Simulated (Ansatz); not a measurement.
# CH2NO (doublet): the correlation ladder at distance O1–H3 along a hydrogen transfer = 1.523 Å, cc-pVDZ

Aim: climb from Hartree-Fock through coupled cluster and multireference methods for CH2NO (doublet) at one geometry and basis, and see what each rung misses.

Method: cc-pVDZ, core rule «outside noble gas», up to 3 orbitals frozen; program: Ansatz 0.2.0, Gaussian basis.

The runs, in order: UHF; CCSD(T) on ROHF; CCSD(T) on UHF; BCCD(T) on ROHF; CISD; CCSDT(Q) on ROHF; CCSDT(Q) on UHF; CASSCF and MRCISD+Q, 3 electrons in 3 orbitals; CASSCF and NEVPT2, 3 electrons in 3 orbitals.

**1. The geometry**

The geometry derives from fragments relaxed apart (PBE0/def2-TZVP) and kept rigid, so it is no stationary point. A hydrogen atom is moved between rigid fragments.

5 atoms, charge 0, spin multiplicity 2.

Atoms are counted from 1 here; the program's logs count them from 0.

Bond lengths: O1–H2 0.960 Å, H3–C5 1.090 Å, N4–C5 1.160 Å. Angles: H3–C5–N4 180.0°.

Geometry (Å):

```xyz
5
charge 0, multiplicity 2
O    -1.5320   -0.1853    0.0000
H    -1.7813    0.7413    0.0000
H    -0.0090   -0.1853    0.0000
N     2.2411   -0.1853    0.0000
C     1.0810   -0.1853    0.0000
```

**2. UHF**

Contents of in.yaml:

```yaml
crystal:
  periodic: [false, false, false]
  atoms:
    - {symbol: O, position_ang: [-1.531955, -0.185315, 0.000000]}
    - {symbol: H, position_ang: [-1.781264, 0.741261, 0.000000]}
    - {symbol: H, position_ang: [-0.008955, -0.185315, 0.000000]}
    - {symbol: N, position_ang: [2.241129, -0.185315, 0.000000]}
    - {symbol: C, position_ang: [1.081045, -0.185315, 0.000000]}
basis:
  gaussian: {orbitals: cc-pVDZ}
magnetization: {spin_polarized: true, initial_magnetization: 1}
hamiltonian: {xc: hf}
output: {orbitals: {seedname: orbitals}}
```

The run is started by

```bash
> ansatz run in.yaml --threads 1 --pin off --events-out ev --progress --plain --max-ram 4096MiB --backend cpu
```

The runs that follow: CCSD(T) on ROHF; CCSD(T) on UHF; BCCD(T) on ROHF; CISD; CCSDT(Q) on ROHF; CCSDT(Q) on UHF; CASSCF and MRCISD+Q, 3 electrons in 3 orbitals; CASSCF and NEVPT2, 3 electrons in 3 orbitals.

Q: Predict the results of all the runs planned. Wanted: UCCSDT(Q) below the RHF energy; RMP2 from UCCSDT(Q); UMP2 from UCCSDT(Q); RCCSD from UCCSDT(Q); RCCSD(T) from UCCSDT(Q); UCCSD(T) from UCCSDT(Q); RCCSDT(Q) from UCCSDT(Q); MRCISD+Q pair from UCCSDT(Q); T1 diagnostic.

As calculated:

| quantity | value |
| --- | --- |
| UCCSDT(Q) below the RHF energy | -13.1135 eV |
| RMP2 from UCCSDT(Q) | +1055.3 meV |
| UMP2 from UCCSDT(Q) | +1057.8 meV |
| RCCSD from UCCSDT(Q) | +454.3 meV |
| RCCSD(T) from UCCSDT(Q) | +59.0 meV |
| UCCSD(T) from UCCSDT(Q) | +58.3 meV |
| RCCSDT(Q) from UCCSDT(Q) | +1.5 meV |
| MRCISD+Q pair from UCCSDT(Q) | +302.2 meV |
| levels within 1 kcal/mol (43 meV) | RCCSDT(Q) |
| T1 diagnostic | 0.013 |

What this shows: RCCSD(T) misses by +59.0 meV, 0.4 % of the correlation energy. These misses are within one basis, not against nature; the frozen cores of restricted and unrestricted runs differ, which can shift their rows.
